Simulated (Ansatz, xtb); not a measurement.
**Two isomers of C3H8O2**

We compare a, `OCCCO`, a singlet, with b, `C[C@H](O)CO`, a singlet. Both are isolated molecules in the gas phase, relaxed with B3LYP/def2-SVP; each stands in its lowest conformer found.

a (Å):

```xyz
13

C    -1.1528   -0.5534    0.7901
C    -1.1072   -0.2235   -0.6959
C     0.0651    0.6823   -1.0863
O    -1.2468    0.6633    1.5277
O    -0.0647    1.9941   -0.5969
H    -1.1684    0.4716    2.4705
H    -0.2361   -1.1100    1.0726
H    -2.0176   -1.2105    1.0076
H    -2.0498    0.2704   -0.9890
H    -1.0477   -1.1735   -1.2555
H     1.0136    0.2049   -0.7485
H     0.1276    0.7481   -2.1861
H    -0.3587    1.9127    0.3249
```

b (Å):

```xyz
13

C    -0.3699    2.1481   -2.1481
C    -0.7638    1.3113   -0.9416
C    -1.3053   -0.0686   -1.3217
O     0.3648    1.1526   -0.1091
O    -1.4969   -0.8668   -0.1622
H     0.4129    1.6355   -2.7299
H    -1.2349    2.3379   -2.8035
H     0.0344    3.1169   -1.8187
H    -1.5750    1.8453   -0.3911
H     0.1647    0.3919    0.4595
H    -0.5560   -0.5964   -1.9341
H    -2.2322    0.0217   -1.9206
H    -2.2693   -0.5300    0.3125
```

Estimate which is lower in electronic energy at CCSD(T)/def2-SVP + ΔMP2/def2-TZVPP, and by roughly how much.

The CCSD(T)/def2-SVP + ΔMP2/def2-TZVPP calculation puts structure b lower, by 0.142 eV.

The same difference at several levels:

```tsv
level	geometry	E(b) − E(a) (eV)	departure from the last row (eV)	job, with rough time for the two
GFN2-xTB	GFN2-xTB	−0.096	+0.046	optimisation, 0.096 s
HF/STO-3G	GFN2-xTB	−0.008	+0.134	single point, 0.26 s
r2SCAN-D4/def2-SVP	GFN2-xTB	−0.126	+0.016	single point, 1.9 s
B3LYP/def2-SVP	B3LYP/def2-SVP	−0.099	+0.043	optimisation, 20 s
HF/def2-SVP	B3LYP/def2-SVP	−0.092	+0.050	part of the CCSD(T) run
MP2/def2-SVP	B3LYP/def2-SVP	−0.122	+0.020	part of the CCSD(T) run
CCSD(T)/def2-SVP	B3LYP/def2-SVP	−0.120	+0.022	single point
CCSD(T)/def2-SVP + ΔMP2/def2-TZVPP	B3LYP/def2-SVP	−0.142		single point, 23 s
```

As drawn, both hold the same kinds of bond in the same numbers. Structure a has 0 methyl groups, b 1.

HF/STO-3G finds them nearly level. The largest departure from CCSD(T)/def2-SVP + ΔMP2/def2-TZVPP is that of HF/STO-3G, 0.134 eV. The last row adds to CCSD(T) the change of the MP2 difference between the two basis sets, here −0.022 eV.

With harmonic frequencies from B3LYP/def2-SVP (ideal gas, rigid rotor, one conformer each, 298.15 K, 1 atm): on the last row, ΔE + ΔZPE = −0.168, ΔH = −0.163, ΔG = −0.167 eV.

The correlated steps freeze 5 core orbitals. Programs: Ansatz 0.2.0, xtb 6.7.1; the last row on 2 threads of Intel(R) Xeon(R) 6975P-C (Granite Rapids) on a shared host.
